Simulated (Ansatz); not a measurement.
Geometry optimisation, UKS B3LYP/def2-SVP in Ansatz.

Input:

```yaml
crystal:
  periodic: [false, false, false]
  atoms:
    - { symbol: B, position_ang: [0.0, 0.0, -0.358965] }
    - { symbol: H, position_ang: [0.0, 0.0, 2.023539] }
    - { symbol: H, position_ang: [1.10588, 0.0, -0.835288] }
    - { symbol: H, position_ang: [-1.10588, 0.0, -0.835288] }
    - { symbol: Cl, position_ang: [0.0, 0.0, 3.366001] }
magnetization:
  spin_polarized: true
  initial_magnetization: 1
basis:
  gaussian: { orbitals: def2-SVP }
hamiltonian:
  xc: b3lyp
relax:
  f_tol: 0.03
  max_steps: 50
output:
  orbitals: {}
```

Command:

```bash
$ ansatz run input.yaml --threads 1 --pin off --max-ram 2048MiB --backend cpu --events-out ev --progress --plain --runs-dir out
```

Question: Where does it end, and by what steps?

Answer: The run converged. After 10 steps the energy has fallen by 0.342 eV; H2 moved furthest, 0.75 Å. Parted: H2–Cl5 (1.34 → 1.84 Å). Joined: B1–H2 (2.38 → 1.25 Å).

```json
{"step": "0", "energy less start (eV)": "0.0000", "largest force component (eV/Å)": "0.890", "accepted": "yes"}
{"step": "1", "energy less start (eV)": "-0.0492", "largest force component (eV/Å)": "0.175", "accepted": "yes"}
{"step": "2", "energy less start (eV)": "-0.0596", "largest force component (eV/Å)": "1.061", "accepted": "yes"}
{"step": "3", "energy less start (eV)": "-0.0736", "largest force component (eV/Å)": "0.706", "accepted": "yes"}
{"step": "4", "energy less start (eV)": "-0.1437", "largest force component (eV/Å)": "0.801", "accepted": "yes"}
{"step": "5", "energy less start (eV)": "-0.2170", "largest force component (eV/Å)": "0.789", "accepted": "yes"}
{"step": "6", "energy less start (eV)": "-0.2868", "largest force component (eV/Å)": "0.571", "accepted": "yes"}
{"step": "7", "energy less start (eV)": "-0.0764", "largest force component (eV/Å)": "4.016", "accepted": "no"}
{"step": "8", "energy less start (eV)": "-0.3308", "largest force component (eV/Å)": "0.229", "accepted": "yes"}
{"step": "9", "energy less start (eV)": "-0.3417", "largest force component (eV/Å)": "0.039", "accepted": "yes"}
{"step": "10", "energy less start (eV)": "-0.3422", "largest force component (eV/Å)": "0.027", "accepted": "yes"}
```

```xyz
5
Properties=species:S:1:pos:R:3
B 0.000 0.000 0.021
H 0.000 0.000 1.275
H 1.067 0.000 -0.528
H -1.067 0.000 -0.528
Cl 0.000 0.000 3.120
```

Whether the end is a true minimum wasn't checked by a vibrational analysis.

The run took 17 s on 1 thread of Arm Neoverse V1, on a shared host, peak memory 0.11 GiB.
